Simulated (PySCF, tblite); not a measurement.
# C4H8O+ (doublet): geometry, infrared bands and EPR parameters

Aim: predict the infrared bands and EPR parameters of C4H8O+ (doublet) (`C[CH+][CH]CO`).

Computed with tblite 0.8.0 and PySCF 2.14.0, with density-fitted response routines of our own, on a single molecule in the gas phase. Atoms are numbered from 0 throughout.

## (1) The starting structure

13 atoms, charge 1, multiplicity 2; geometry from: force field or distance geometry start.

Bonds of the start (Å): C0–C1 1.49, C1–C2 1.49, C2–C3 1.53, C3–O4 1.41, C0–H5 1.11, C0–H6 1.11, C0–H7 1.11, C1–H8 1.08, C2–H9 1.09, C3–H10 1.08, C3–H11 1.12, O4–H12 1.01.

## (2) Optimising the geometry with GFN2-xTB

What the job is given:

```
{"job": {"kind": "relax", "xc": "GFN2-xTB", "basis": "xTB"}, "charge": 1, "multiplicity": 2}
C      1.909300    -0.293500    -0.362000
C      0.480800    -0.542300    -0.003400
C     -0.193500     0.466900     0.854300
C     -1.581500     0.638200     0.229400
O     -1.598600    -0.257700    -0.853400
H      1.970800    -0.411000    -1.459600
H      2.245300     0.700400    -0.002600
H      2.505300    -1.098200     0.108000
H      0.010400    -1.457100    -0.345900
H      0.346500     1.404300     0.964600
H     -1.689100     1.642700    -0.163300
H     -2.404700     0.309400     0.909100
H     -2.005300    -1.101600    -0.476500
```

Command:

```sh
> OMP_NUM_THREADS=1 python probes_run.py task.json out
```

This one command runs all jobs of the session in turn.

**Question.** This job is followed by: GFN2-xTB harmonic vibrations, gas phase; UKS B3LYP, pcH-1 on C H O, non-relativistic, mean-field spin-orbit, GIAO. Predict these results of the whole session: strongest single infrared mode (GFN2-xTB); zero-point energy (GFN2-xTB); g(iso) (B3LYP); ⟨S²⟩; largest a(iso) (averaged by class).

As calculated:

| quantity | value |
| --- | --- |
| strongest single infrared mode (GFN2-xTB) | 1271 cm⁻¹, 375 km/mol |
| zero-point energy (GFN2-xTB) | 66.2 kcal/mol |
| g(iso) (B3LYP) | 2.00327 |
| ⟨S²⟩ | 0.752 (exact 0.75) |
| largest a(iso) (averaged by class) | 1H on H10, H11, 215.1 MHz |

**Reading.** Relaxing lowered the energy by 1.730 eV in 73 steps; the close pair that moved most is C1–C2, from 1.486 to 1.370 Å. No mode is imaginary among the 33: a minimum at this level. The strongest single mode, at 1271 cm⁻¹, is carried by H10, H11, C3. Unscaled tight-binding wavenumbers are off by several per cent, some by more. Its intensities can rank the bands wrongly. The largest spin populations lie on C1 (0.39 e), C2 (0.34 e). The isotropic g lies 1.0 ppt above the free-electron value.
